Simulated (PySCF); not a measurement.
**SiH4O (silanol): levels of theory compared**

We compute a comparison of 6 runs (B3LYP/STO-3G, CCSDT/STO-3G, NEVPT2(2,2)/STO-3G, QCISD(T)/STO-3G, CISD/STO-3G, CCSD(T)/STO-3G) of SiH4O (silanol). Input form: a Python script.

The results are computed with PySCF 2.14.0.

2 further runs of the same task are left out: 2 set aside as unsound or not needed.

## Step 1: Starting point

SiH4O: 6 atoms, total charge 0, spin state singlet. As SMILES, `O[SiH3]`. One bond was lengthened or shortened from a relaxed shape.

Bond lengths: O1–Si2 1.977 Å, O1–H3 0.957 Å, Si2–H4 1.489 Å, Si2–H5 1.481 Å, Si2–H6 1.489 Å. Angles: O1–Si2–H4 111.7°, O1–Si2–H5 105.9°, O1–Si2–H6 111.7°, Si2–O1–H3 117.9°, H4–Si2–H5 109.9°, H4–Si2–H6 107.9°, H5–Si2–H6 109.9°.

## Step 2: The energy at B3LYP/STO-3G (run 1)

Contents of calc.py:

```python
from pyscf import gto, dft

molecule = gto.M(
    atom='''
O      0.771161    -1.305620     0.540183
Si    -0.035700     0.346500    -0.187000
H      0.203561    -1.904520     1.025883
H     -1.128300     0.045700    -1.152800
H      1.060500     1.064900    -0.875600
H     -0.602300     1.202400     0.891700
''',
    verbose=3,
    basis='sto-3g',
    max_memory=1860,
)

ks = dft.RKS(molecule, xc='b3lyp')
ks.grids.level = 5
ks.conv_tol = 1e-10
ks.kernel()
if not ks.converged:
    ks = ks.newton().run(ks.mo_coeff, ks.mo_occ)

energy = ks.e_tot
print('Final energy', energy)
```

Started as:

```console
OMP_NUM_THREADS=1 python calc.py
```

The log of the run:

```text
converged SCF energy = -362.661844083667
Final energy -362.66184408366735
```

It took 2.9 s on 1 thread of Intel Xeon Platinum 8488C (Sapphire Rapids), shared host; peak memory 0.2 GiB.

## Step 3: The energy at CCSDT/STO-3G (run 2)

Contents of input.py:

```python
from pyscf import gto, cc

mol = gto.Mole()
mol.atom = [
    ('O', (0.771161, -1.305620, 0.540183)),
    ('Si', (-0.035700, 0.346500, -0.187000)),
    ('H', (0.203561, -1.904520, 1.025883)),
    ('H', (-1.128300, 0.045700, -1.152800)),
    ('H', (1.060500, 1.064900, -0.875600)),
    ('H', (-0.602300, 1.202400, 0.891700)),
]
mol.charge = 0
mol.verbose = 3
mol.max_memory = 1860
mol.spin = 0
mol.basis = 'sto-3g'
mol.build()

hf = mol.RHF()
hf.conv_tol = 1e-10
hf.kernel()
if not hf.converged:
    hf = hf.newton().run(hf.mo_coeff, hf.mo_occ)

mycc = cc.CCSDT(hf, frozen=6)
mycc.kernel()
energy = mycc.e_tot
print('E(%s) = %.9f' % ('CCSDT', energy))
```

Started as:

```console
OMP_NUM_THREADS=1 python input.py
```

The log of the run:

```text
converged SCF energy = -361.716384212919
_make_eris_incore_RCCSDT

WARN: A large `blksize` is being used, which may cause large memory consumption
      for storing contraction intermediates. If memory is sufficient, consider using
      `pyscf.cc.rccsdt_highm.RCCSDT` instead.

RCCSDT converged
E(RCCSDT) = -361.8364657438023   E_corr = -0.1200815308832979
E_corr(same-spin) = -0.00511835239797677
E_corr(oppo-spin) = -0.114963178485321
E(CCSDT) = -361.836465744
```

Wall time 0.99 s (1 thread of Intel Xeon Platinum 8488C (Sapphire Rapids), shared host); peak memory 0.12 GiB.

Runs 3 to 5 aren't shown in full; the table further down has their settings and results.

## Step 4: The energy at CCSD(T)/STO-3G (run 6)

Contents of job.py:

```python
from pyscf import gto, cc

mol = gto.Mole()
mol.atom = '''
O        0.771161      -1.305620       0.540183
Si      -0.035700       0.346500      -0.187000
H        0.203561      -1.904520       1.025883
H       -1.128300       0.045700      -1.152800
H        1.060500       1.064900      -0.875600
H       -0.602300       1.202400       0.891700
'''
mol.max_memory = 1860
mol.basis = 'sto-3g'
mol.verbose = 3
mol.charge = 0
mol.build()

mf = mol.RHF()
mf.conv_tol = 1e-10
mf.kernel()
if not mf.converged:
    mf = mf.newton().run(mf.mo_coeff, mf.mo_occ)

mycc = cc.CCSD(mf, frozen=6)
mycc.kernel()
e_t = mycc.ccsd_t()
e_final = mycc.e_tot + e_t
print('E(%s) = %.9f' % ('CCSD(T)', e_final))
```

Started as:

```console
OMP_NUM_THREADS=1 python job.py
```

The log of the run:

```text
converged SCF energy = -361.716384212919
E(CCSD) = -361.8344915848869  E_corr = -0.1181073719678663
CCSD(T) correction = -0.00145311259752016
E(CCSD(T)) = -361.835944697
```

Wall time 0.83 s (1 thread of Intel Xeon Platinum 8488C (Sapphire Rapids), shared host); peak memory 0.12 GiB.

## Step 5: Overview of the runs

| run | level | integration grid | frozen core orbitals | energy (Eh) | dipole moment (D) of the reference | HOMO energy (eV) | LUMO energy (eV) | wall time |
| --- | --- | --- | --- | --- | --- | --- | --- | --- |
| 1 | B3LYP/STO-3G | 5 | – | -362.661844 | 1.24 | -3.17 | 4.25 | 2.9 s |
| 2 | CCSDT/STO-3G | – | 6 | -361.836466 | 1.50 | -8.93 | 9.51 | 0.99 s |
| 3 | NEVPT2(2,2)/STO-3G | – | – | -361.811927 | 1.50 | -8.93 | 9.51 | 0.81 s |
| 4 | QCISD(T)/STO-3G | – | 6 | -361.836149 | 1.50 | -8.93 | 9.51 | 0.69 s |
| 5 | CISD/STO-3G | – | 6 | -361.828082 | 1.50 | -8.93 | 9.51 | 0.58 s |
| 6 | CCSD(T)/STO-3G | – | 6 | -361.835945 | 1.50 | -8.93 | 9.51 | 0.83 s |

## Step 6: Summary of results

| quantity | value |
| --- | --- |
| run 6: total energy | -361.83594 Eh |
| run 6: dipole moment (Hartree–Fock density) | 1.50 D |
| run 6: HOMO energy (Hartree–Fock orbitals) | -8.93 eV |
| run 6: LUMO energy (Hartree–Fock orbitals) | 9.51 eV |
| run 6: HOMO–LUMO gap (Hartree–Fock orbitals) | 18.44 eV |
| run 6: correlation energy (6 core orbitals frozen) | -119.6 mEh |
| run 6: (T) correction | -1.45 mEh |
| run 6: T1 diagnostic | 0.013 |

What this shows: In runs 1, 2, 3, 4, 5, 6 the basis is minimal, so the values are rough. All runs together took 6.8 s, the longest 2.9 s.
